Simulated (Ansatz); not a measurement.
**Worked example: correlation energy of HP–Ga–S, doublet**

Geometry: displaced at random from a stationary point.

```xyz
4

P     0.0646   -0.3757    1.6211
Ga   -0.1003   -0.2877   -0.6339
S    -0.0237   -0.3088   -2.6611
H     0.0594    0.9722    1.6740
```

Basis cc-pVDZ; Ansatz 0.2.0. Correlated methods freeze the noble-gas cores and the filled d shells of p-block atoms, which leaves 15 electrons in 44 orbitals. R marks a restricted (for open shells ROHF) determinant, U an unrestricted one. No spin–orbit coupling is included, and no scalar relativity.

Full CI isn't at hand for all of this; UCCSDT(Q) serves as the reference, and is uncertain by about the last step of the cluster series.

Runs differ by some tens of microhartree through their thresholds and, for an open shell, their frozen cores, so steps under 0.03 kcal/mol mean nothing.

```json
{"level": "UHF", "total energy (hartree)": "-2662.089883"}
{"level": "UMP2", "total energy (hartree)": "-2662.366390"}
{"level": "UCCSD", "total energy (hartree)": "-2662.401224"}
{"level": "UCCSD(T)", "total energy (hartree)": "-2662.414495"}
{"level": "UCCSDT", "total energy (hartree)": "-2662.416255"}
{"level": "UCCSDT(Q)", "total energy (hartree)": "-2662.417632"}
```

Q: What is the correlation energy at UCCSDT(Q), and what share of it do UMP2 and UCCSD(T) recover?

A: E(corr) = -2662.417632 − (-2662.089883) = -0.327749 hartree = -8.919 eV. UMP2: -0.276507 / -0.327749 = 84.37 %. UCCSD(T): -0.324612 / -0.327749 = 99.04 %.

Q: By how many kcal/mol does UCCSD(T) miss UCCSDT(Q) (1 hartree = 627.509 kcal/mol), and which steps make up the rest?

A: -2662.414495 − (-2662.417632) = 0.003137 hartree = 1.97 kcal/mol. Steps: UCCSDT − UCCSD(T) = -1.10, UCCSDT(Q) − UCCSDT = -0.86 kcal/mol. Differences between like states or geometries often cancel part of this.
